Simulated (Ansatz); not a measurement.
**O₂+ (quartet): wave-function methods side by side at distance O1–O2 = 1.858 Å, 6-31G**

The task here is to estimate one member of a computed series from the others.

Method: 6-31G, core rule «outside noble gas», up to 2 orbitals frozen; program: Ansatz 0.2.0, Gaussian basis.

Plan: UHF; CCSD(T) on ROHF; CCSD(T) on UHF; BCCD(T) on ROHF; CISD as a restricted active space (open shells left free, so some higher excitations enter); CCSDT(Q) on ROHF; CCSDT(Q) on UHF; CISDTQ; CCSDTQ on ROHF; CCSDTQ on UHF; CASSCF and MRCISD+Q, 5 electrons in 5 orbitals; CASSCF and NEVPT2, 5 electrons in 5 orbitals; CASSCF and MRCISD+Q, 11 electrons in 8 orbitals; CASSCF and NEVPT2, 11 electrons in 8 orbitals; Full CI.

25 further runs of the same task are left out: 1 for a known fault of the program, 20 that didn't finish, 4 set aside as unsound or not needed. Runs told in other sessions of the task aren't counted.

### What is computed

The geometry derives from a PBE0/def2-TZVP stationary point (not a proven minimum). One bond is set to the value named and the two fragments are kept rigid.

2 atoms, charge 1, spin multiplicity 4.

Atoms are counted from 1 here; the program's logs count them from 0.

No contacts short enough for the rule that draws bonds.

The first run:

in.yaml reads:

```yaml
crystal:
  periodic: [false, false, false]
  atoms:
    - {symbol: O, position_ang: [0.000000, 0.000000, 0.000000]}
    - {symbol: O, position_ang: [0.000000, 0.000000, 1.858000]}
basis:
  gaussian: {orbitals: 6-31G}
total_charge: 1
magnetization: {spin_polarized: true, initial_magnetization: 3}
hamiltonian: {xc: hf}
output: {orbitals: {seedname: orbitals}}
```

Started as:

```
$ ansatz run in.yaml --threads 1 --pin off --events-out ev --progress --plain --max-ram 2393MiB
```

Among the steps run: UHF; CCSD(T) on ROHF; CCSD(T) on UHF; BCCD(T) on ROHF; CISD as a restricted active space (open shells left free, so some higher excitations enter); CCSDT(Q) on ROHF; CCSDT(Q) on UHF; CISDTQ; CCSDTQ on ROHF; CCSDTQ on UHF; CASSCF and MRCISD+Q, 5 electrons in 5 orbitals; CASSCF and NEVPT2, 5 electrons in 5 orbitals; CASSCF and MRCISD+Q, 11 electrons in 8 orbitals; CASSCF and NEVPT2, 11 electrons in 8 orbitals; Full CI.

One table of the session follows, with a row left open; its other results are not shown here.

| method | from FCI (meV) |
| --- | --- |
| RMP2 | -160.0 |
| CISD | +1058.0 |
| RCCSD | ? |
| RCCSD(T) | +197.9 |
| BCCD(T) | +220.0 |
| RCCSDT | +175.6 |
| CISDTQ | +30.4 |
| RCCSDT(Q) | -11.0 |
| RCCSDTQ | +10.7 |
| CASSCF pair | +3543.1 |
| NEVPT2 pair | +1118.0 |
| MRCISD pair | +589.3 |
| MRCISD+Q pair | +313.8 |
| FCI | 0 |

**Question.** Estimate the row for RCCSD.

The run gave: from FCI (meV): +746.2. In the column «from FCI (meV)» it lies between MRCISD pair (+589.3) and CISD (+1058.0).

Left out of the table: CASSCF valence, NEVPT2 valence, MRCISD valence, MRCISD+Q valence (the active space lost an orbital or holds another state than full CI finds).

To keep in mind: The report flags that the cluster equations may have other roots. Left out of the table: ROHF, UHF, UMP2, UCCSD, UCCSD(T), UCCSDT, UCCSDT(Q), UCCSDTQ (another determinant or state than the rows shown). The program flags RCCSD(T), BCCD(T), RCCSDT(Q), RCCSDTQ as in doubt, so those rows may rest on another solution. RMP2, RCCSDT(Q) fall below full CI, which methods that aren't variational can do.
